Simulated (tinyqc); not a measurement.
Worked calculation: UHF in the sto-3g basis, for NH, spin multiplicity 3. This run ends on a higher stationary point, not on the lowest solution. One step of it, computed by the program tinyqc.

Task: Iteration 3: DIIS coefficients. Solve [B -1; -1 0][c; lambda] = [0; -1] for the coefficients, which sum to one.

B (overlaps of the stored error matrices), lower triangle:
```
,1,2,3
1,2.2365444e+01
2,1.2250038e+00,2.0307532e-01
3,4.7641764e-02,5.2779850e-02,2.3005063e-02
```

Give: DIIS coefficients.

Result:

DIIS coefficients: 0.0228  -0.4639  1.4412
